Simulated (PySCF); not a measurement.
**Reproducing measurements on carbonyl fluoride**

**What was measured.**

From NIST CCCBDB Release 22 (SRD 101), experimental dipoles, for the gas: dipole moment (microwave Stark effect) 0.95 D.

How close the calculation comes is told at the end.

Species: carbonyl fluoride, CF2O.
Numbering: `[O:1]=[C:2]([F:3])[F:4]`

Structure used (GFN2-xTB), in Å, numbered top down from 1:
```xyz
4
CF2O angstrom
O     -0.318    1.121    0.805
C     -0.024    0.093    0.357
F      1.014   -0.643    0.692
F     -0.662   -0.566   -0.587
```

The PySCF runs (gas phase, on this GFN2-xTB geometry; no spin–orbit coupling):

```tsv
level	job	basis functions
PBE0/pcSseg-1	shieldings, charges and field gradients	68
BLYP/aug-pcSseg-1	shieldings, charges and field gradients, density and orbital grids written	104
CAM-B3LYP/STO-3G	shieldings, charges and field gradients	20
PBE0/Sadlej pVTZ, level shift 0.2 Eh	shieldings, charges and field gradients	96
CAM-B3LYP/def2-SVPD	8 singlets by full TDDFT, 3 Tamm–Dancoff triplets, polarisability	89
B3LYP/pcJ-1	spin–spin couplings from 4 perturbed nuclei	108
```

Results beside the measurements:

**Dipole moment.** Measured: 0.95 D (NIST CCCBDB Release 22 (SRD 101), experimental dipoles).

```tsv
level	computed (D)	computed − measured (D)	% (from the printed values)
PBE0/pcSseg-1	0.98	+0.03	+3
BLYP/aug-pcSseg-1	0.93	-0.02	-2
CAM-B3LYP/STO-3G	1.06	+0.11	+12
PBE0/Sadlej pVTZ	0.95	0.00	0
CAM-B3LYP/def2-SVPD	0.93	-0.02	-2
B3LYP/pcJ-1	0.97	+0.02	+2
```

Closest is PBE0/Sadlej pVTZ (0.00 D), furthest CAM-B3LYP/STO-3G (+0.11 D); one molecule doesn't rank methods. The computed dipoles belong to one fixed geometry; measured ones are averaged over vibrations unless marked μe. Magnitudes are compared, not signs.

No measured geometry was used, and the causes of the misses weren't examined.
